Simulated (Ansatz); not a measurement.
## ClF, singlet in STO-3G: errors against full CI

Geometry: MP2(full)/6-31G*, from the G2/97 set.

```xyz
2

F     0.0000    0.0000    0.0000
Cl    0.0000    0.0000    1.6591
```

Basis STO-3G; Ansatz 0.2.0. Only valence electrons are correlated (noble-gas cores frozen), which leaves 14 electrons in 8 orbitals. Prefix R: restricted or restricted open-shell reference. Active spaces: valence = (14e, 8o) chosen from the atoms' valence shells.

Full CI is exact within this basis and frozen core; it isn't the basis-set limit.

```
UHF ⟨S²⟩                          : 0.000
T1 diagnostic (RCCSD)             : 0.0044
largest doubles amplitude (RCCSD) : 0.203
```

| level | E − E(full CI) (kcal/mol) | share of correlation (%) | wall time |
| --- | --- | --- | --- |
| RHF | 31.46 | 0.00 | – |
| RMP2 | 11.00 | 65.03 | – |
| CISD | 0.00 | 100.00 | 0.09 s |
| RCCSD | 0.00 | 100.00 | 0.12 s |
| RCCSD(T) | 0.00 | 100.00 | 0.12 s |
| BCCD(T) | 0.00 | 100.00 | 0.16 s |
| RCCSDT | 0.00 | 100.00 | – |
| CISDTQ | 0.00 | 100.00 | 0.12 s |
| RCCSDT(Q) | 0.00 | 100.00 | 0.18 s |
| RCCSDTQ | 0.00 | 100.00 | 1.1 s |

The correlation energy at full CI, counted from RHF, is -1.364 eV. That run took 0.1 s on 1 thread of AMD EPYC 7R13, shared host over 24 determinants.

Run but not shown, since their state or frozen core can't be matched to the reference's or they repeat it: CASSCF (valence space), NEVPT2 (valence space), MRCISD (valence space), MRCISD+Q (valence space).

Times hold each run's SCF and search for its determinant on a shared host, so for small cases they say little of a method's own cost; they ran on 1 thread of AMD EPYC 7R13.

The full-CI state has the irrep A1 of C2v, in the program's axes (one component, if the state is degenerate).

Natural occupations of full CI about the gap: 2.000 1.999 1.998 1.998 1.914 0.092; effectively unpaired electrons, Σ n²(2−n)², 0.06.

Atomization energy (electronic, same basis, no zero-point term; atoms at the same level, unrestricted beside the R rows where the molecule is a closed shell, with restricted open-shell steps beyond CCSDT(Q)) at full CI: 140.3 kJ/mol. Errors of other levels:

```tsv
level	error (kJ/mol)
RHF	-131.6
RMP2	-46.0
CISD	0.0
RCCSD	0.0
RCCSD(T)	0.0
BCCD(T)	0.0
RCCSDT	0.0
CISDTQ	0.0
RCCSDT(Q)	0.0
RCCSDTQ	0.0
```

This basis is far from its limit, so the value isn't to be set against a measured one. Truncated CI isn't size-consistent, which counts against it in atomization.
